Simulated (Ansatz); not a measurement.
# AlFH5P: the cost of one run

Program: Ansatz 0.2.0. Level of theory: RKS PBE0-D4/def2-SVP. These are calculated values, not measurements.

## 1. The system as given

Bond lengths: Al1–F2 2.040 Å, Al1–H3 1.560 Å, Al1–H4 1.560 Å, Al1–P5 2.580 Å, P5–H6 1.420 Å, P5–H7 1.420 Å. Angles: F2–Al1–H3 120.0°, F2–Al1–H4 120.0°, F2–Al1–P5 71.6°, H3–Al1–H4 120.0°, H3–Al1–P5 97.0°, H4–Al1–P5 101.2°, Al1–P5–H6 109.5°, Al1–P5–H7 109.5°, H6–P5–H7 109.4°.

Coordinates:

```xyz
8

Al    0.0000    0.0000    0.0000
F     0.0000    0.0000    2.0400
H     1.3510    0.0000   -0.7800
H    -1.3510    0.0000   -0.7800
P     0.1078   -2.4460    0.8135
H    -0.6605   -3.2680   -0.0528
H     1.4574   -2.8876    0.8103
H     0.0528   -1.1980    1.9406
```

## 2. A restrained relaxation towards end A

Springs on the bonds that form and break draw the guess towards this end; the thresholds are loose.

Input file input.yaml:

```yaml
crystal:
  periodic: [false, false, false]
  atoms:
    - { symbol: Al, position_ang: [0.0, 0.0, 0.0] }
    - { symbol: F, position_ang: [0.0, 0.0, 2.04] }
    - { symbol: H, position_ang: [1.351, 0.0, -0.78] }
    - { symbol: H, position_ang: [-1.351, 0.0, -0.78] }
    - { symbol: P, position_ang: [0.1078, -2.446, 0.8135] }
    - { symbol: H, position_ang: [-0.6605, -3.268, -0.0528] }
    - { symbol: H, position_ang: [1.4574, -2.8876, 0.8103] }
    - { symbol: H, position_ang: [0.0528, -1.198, 1.9406] }
basis:
  gaussian: { orbitals: def2-SVP }
hamiltonian:
  xc: pbe0
  dispersion: d4
relax:
  f_tol: 0.15
  max_steps: 25
  restrain:
    - { distance: [0, 4], at: 3.48, k: 30.0 }
    - { distance: [7, 1], at: 2.12, k: 30.0 }
    - { distance: [0, 1], at: 1.69, k: 30.0 }
    - { distance: [7, 4], at: 1.42, k: 30.0 }
```

Run with:

```
ansatz run input.yaml --threads 1 --pin off --max-ram 2048MiB --backend cpu --events-out ev --progress --plain --runs-dir out
```

**Question.** How long does this run take on 1 thread of Arm Neoverse V1, shared host, and how much memory does it need?

About 21 s, with a peak of 0.16 GiB.
